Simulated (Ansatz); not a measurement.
## HB–CH₂, quintet in cc-pVDZ: errors against UCCSDT(Q)

Geometry: that of the HB–CH2, triplet, kept fixed. The triplet lies 7.0 eV lower here.

```yaml
atoms:
  - { symbol: B, position_ang: [0.0000, -0.1667, 0.8218] }
  - { symbol: C, position_ang: [0.0000, 0.0690, -0.6707] }
  - { symbol: H, position_ang: [0.0000, 0.6438, 1.6981] }
  - { symbol: H, position_ang: [0.0000, 1.0623, -1.1234] }
  - { symbol: H, position_ang: [0.0000, -0.7400, -1.3974] }
```

Basis cc-pVDZ; Ansatz 0.2.0. Only valence electrons are correlated (noble-gas cores frozen), which leaves 10 electrons in 41 orbitals. R marks a restricted (for open shells ROHF) determinant, U an unrestricted one. Active spaces: valence = (10e, 11o) chosen from the atoms' valence shells.

Full CI isn't at hand for all of this; UCCSDT(Q) serves as the reference, and is uncertain by about the last step of the cluster series. The frozen core follows each run's orbitals, which can shift R against U totals by a few meV.

For open shells CISD is restricted-active-space CI with the open shells as a complete middle space.

- UHF ⟨S²⟩: 6.012
- T1 diagnostic (RCCSD): 0.0571
- largest doubles amplitude (RCCSD): 0.047
- T1 diagnostic (UCCSD): 0.0471

```tsv
level	E − E(RHF) (eV)
UHF	-0.1383
RMP2	-4.5259
UMP2	-4.5511
RCCSD	-5.4792
UCCSD	-5.4858
RCCSD(T)	-5.6389
UCCSD(T)	-5.6408
```

(1) Estimate how far UCCSDT(Q) in cc-pVDZ lies from RCCSD(T). The table doesn't fix it; the size of (T) and the diagnostics are the guide.

(1) UCCSDT(Q) in cc-pVDZ lies 1.43 mEh below RCCSD(T), which is 24 % of the (T) step (-5.87 mEh). T1 is raised, but (T) still catches most of what CCSD lacks.

The other levels:

```csv
level,E − E(UCCSDT(Q)) (mEh),share of correlation (%),wall time
CISD,19.05,90.87,15 s
BCCD(T),1.34,99.36,11 s
RCCSDT,0.41,99.80,–
UCCSDT,0.35,99.83,–
RCCSDT(Q),0.07,99.97,76 s
CASSCF (valence space),132.92,36.29,–
NEVPT2 (valence space),30.86,85.21,17 s
MRCISD (valence space),8.21,96.06,–
MRCISD+Q (valence space),1.17,99.44,41 s
```

The correlation energy at UCCSDT(Q), counted from RHF, is -5.678 eV. That run took 68 s on 1 thread of AMD EPYC, shared host.

Times hold each run's SCF and search for its determinant on a shared host, so for small cases they say little of a method's own cost; they ran on 1 thread of AMD EPYC.

Natural occupations of CASSCF (valence space) about the gap: 1.979 1.973 1.961 1.009 1.004 0.997 0.992 0.028 0.025 0.019; effectively unpaired electrons, Σ n²(2−n)², 4.02.
